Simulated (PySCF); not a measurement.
A GIAO shielding run with PySCF 2.14 (density fitting, non-relativistic, gas phase) on SMILES C=CC(F)C=C, C5H7F:

```
$ OMP_NUM_THREADS=1 python probes_run.py task.json out

{"job": {"kind": "nmr", "xc": "PBE0", "basis": "6-31G", "pop": true}, "charge": 0, "multiplicity": 1}
C      2.235893    -0.081782    -0.218783
C      1.191770     0.389594     0.457975
C     -0.093816    -0.362916     0.647694
F     -0.022206    -1.593831     0.045173
C     -1.269508     0.410342     0.123878
C     -2.087921    -0.029411    -0.828451
H      3.147184     0.509869    -0.331423
H      2.203525    -1.071882    -0.680115
H      1.222758     1.383169     0.919589
H     -0.242432    -0.536937     1.733445
H     -1.419727     1.394145     0.582951
H     -2.927299     0.576546    -1.177378
H     -1.938121    -1.010918    -1.284621
```

Hardware: 1 thread of an Arm Neoverse N1, shared host. The job also computes population analyses, field gradients.

Q: How large is the calculation?

A: 46 electrons, 68 basis functions and 608 auxiliary functions.

Q: How long does it take, and how much memory does it need?

A: 10 s of wall time, with 14 SCF cycles and 4 response iterations; peak memory 0.45 GiB. Times on a shared host scatter by some tens of per cent.

Q: And these other runs on the same molecule and hardware: GIAO shielding at B3LYP/pcSseg-1; GIAO shielding at B97-D/pcSseg-1; GIAO shielding at BLYP/pcSseg-1; GIAO shielding at BP86/pcSseg-1; GIAO shielding at HF/pcSseg-1; GIAO shielding at KT2/pcSseg-1?

A: B3LYP/pcSseg-1: 137 functions, 18 s; B97-D/pcSseg-1: 137 functions, 25 s; BLYP/pcSseg-1: 137 functions, 25 s; BP86/pcSseg-1: 137 functions, 25 s; HF/pcSseg-1: 137 functions, 8.7 s; KT2/pcSseg-1: 137 functions, 25 s.
